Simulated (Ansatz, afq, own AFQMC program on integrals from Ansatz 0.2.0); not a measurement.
Integrals from Ansatz 0.2.0, then the random walk in our own AFQMC program (afq).

```yaml
crystal:
  periodic: [false, false, false]
  atoms:
    - {symbol: C, position_ang: [0.000000, 0.000000, 0.000000]}
basis:
  gaussian: {orbitals: cc-pVTZ}
total_charge: 1
magnetization: {spin_polarized: true, initial_magnetization: 1}
correlation: {method: ccsd_t, electrons: outside_noble_gas, hamiltonian_folder: ham}
```

```sh
$ ansatz run in.yaml --threads 1 --pin off --events-out ev --progress --plain --max-ram 1382MiB
```

Options of the walk:

```
--method phaseless --trial hf --walkers 160 --populations 1 --least-time 40 --time-step 0.005 --steps-per-block 20 --equilibration-blocks 112 --max-blocks 600 --target-error 0.00063 --factor-cut 1e-05 --start spin_pure --seed 3955 --taylor-order 6
```

Times are imaginary, in 1/Eh. The walk had a cap of 507 s.

```
orbitals 29  electrons 2 1  factors 171 of 172
reference energy -37.29474637 Eh
CCSD correlation -0.07452069 Eh in 9 cycles, weight of the determinant in the CISD state 0.9442
energy of the start -37.294837 Eh
 block  time / (1/Eh)  mean weight  energy / Eh
     1     0.100  1.0000  -37.308095
     2     0.200  0.9998  -37.318128
     3     0.300  1.0007  -37.325734
     4     0.400  0.9994  -37.331110
     5     0.500  1.0005  -37.334377
     7     0.700  0.9997  -37.340647
     9     0.900  0.9999  -37.346384
    18     1.800  0.9991  -37.354554
    52     5.200  1.0007  -37.363956
    86     8.600  1.0000  -37.371377
   120    12.000  0.9999  -37.357434
   154    15.400  1.0011  -37.387610
   188    18.800  1.0006  -37.349469
   222    22.200  1.0006  -37.371116
   256    25.600  0.9999  -37.372261
   290    29.000  1.0000  -37.356953
   324    32.400  1.0000  -37.346416
   358    35.800  0.9989  -37.359439
   392    39.200  1.0007  -37.358294
   426    42.600  1.0014  -37.371871
   460    46.000  0.9994  -37.363443
   494    49.400  0.9991  -37.354122
   528    52.800  1.0011  -37.361388
   562    56.200  1.0000  -37.379982
   596    59.600  1.0008  -37.358134
   630    63.000  1.0018  -37.374257
   664    66.400  1.0004  -37.356461
   698    69.800  0.9995  -37.361820
blocks merged  error / Eh  count
     1  0.000329  600
     2  0.000430  300
     4  0.000566  150
     8  0.000674  75
    16  0.000805  37
    32  0.000827  18
    64  0.001002  9
energy -37.364883 +/- 0.000827 Eh
(rows thinned)
```

Question: Estimate how long the walk took on 1 thread of Intel(R) Xeon(R) Platinum 8375C CPU @ 2.90GHz (Ice Lake) (shared host).

Answer: 2.4 min of wall time.

The run passed its tests (sampling time, drift between the halves within three errors, error under three times the target), which doesn't prove that it has relaxed. The second half of the sampling lies below the first by 2.4 errors of their difference, so the energy may still be moving and its error bar be too small.

Against this walk (error 22.5 meV) on the same determinant: CCSD(T) 150.5 meV lower, full CI 158.9 meV lower. The error is statistical and leaves out the bias of the constraint. Full CI is exact here, so the walk's 159 meV above it is the walk's own error: the bias of the constraint with this trial, or a walk that hasn't relaxed. It lies above even CCSD, by 119 meV.

Cautions: constraint bias not in the error; error above the target (22.5 against 17.1 meV).

A walk keeps the symmetry of its determinant, which the program's search chose and which needn't be the lowest solution, so a lower state of the same spin and another symmetry isn't excluded.
